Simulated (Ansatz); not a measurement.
Process, species as SMILES: ClB(Cl)Cl → Cl[B]Cl + Cl atom
B3LYP-D3(BJ)/def2-TZVP geometries, fixed; electronic energies without zero-point terms.

Basis-set convergence of the bond dissociation energy at PBE with Ansatz (a quantum-chemistry and plane-wave program). Cartesian d functions, on some or all atoms, in 6-311G**, 6-311+G**; all else is spherical. Open shells are unrestricted. No added dispersion term, no relativity. Functions are those of the species that has most. Reference: the value in pcseg-4, 118.48 kcal/mol, itself unsure by roughly 0.06 kcal/mol (its mean distance from aug-pcseg-3, aug-cc-pV(Q+d)Z, cc-pV(5+d)Z). Deviations are taken from unrounded values.

```
basis            functions  bond dissociation energy (kcal/mol)
---------------  ---------  -----------------------------------
def2-SVP                68                               122.40
def2-SVPD              101                               119.37
pcseg-1                 68                               116.83
aug-pcseg-1            104                               117.70
cc-pV(D+d)Z             83                               119.58
aug-cc-pV(D+d)Z        119                               118.69
6-311G**                99                               117.79
6-311+G**              115                               118.30
pcseg-2                132                               118.68
aug-pcseg-2            196                               118.61
def2-TZVP              142                               119.09
def2-TZVPD             175                               118.64
cc-pV(T+d)Z            147                               118.86
aug-cc-pV(T+d)Z        211                               118.39
def2-TZVPP             157                               119.09
def2-TZVPPD            190                               118.63
cc-pV(Q+d)Z            247                               118.66
aug-cc-pV(Q+d)Z        347                               118.53
pcseg-3                252                               118.55
aug-pcseg-3            352                               118.48
def2-QZVPP             267                               118.52
def2-QZVPPD            300                               118.40
```

What the diffuse functions change, pair by pair:
- def2-SVP to def2-SVPD: 33 more functions, deviation 3.92 to 0.89 kcal/mol
- pcseg-1 to aug-pcseg-1: 36 more functions, deviation -1.65 to -0.78 kcal/mol
- cc-pV(D+d)Z to aug-cc-pV(D+d)Z: 36 more functions, deviation 1.10 to 0.21 kcal/mol
- 6-311G** to 6-311+G**: 16 more functions, deviation -0.69 to -0.18 kcal/mol
- pcseg-2 to aug-pcseg-2: 64 more functions, deviation 0.20 to 0.13 kcal/mol
- def2-TZVP to def2-TZVPD: 33 more functions, deviation 0.61 to 0.16 kcal/mol
- cc-pV(T+d)Z to aug-cc-pV(T+d)Z: 64 more functions, deviation 0.38 to -0.09 kcal/mol
- def2-TZVPP to def2-TZVPPD: 33 more functions, deviation 0.61 to 0.15 kcal/mol
- cc-pV(Q+d)Z to aug-cc-pV(Q+d)Z: 100 more functions, deviation 0.18 to 0.05 kcal/mol
- pcseg-3 to aug-pcseg-3: 100 more functions, deviation 0.07 to 0.00 kcal/mol
- def2-QZVPP to def2-QZVPPD: 33 more functions, deviation 0.04 to -0.08 kcal/mol

They bring the value nearer the reference by more than 0.06 kcal/mol in 10 of 11 pairs.
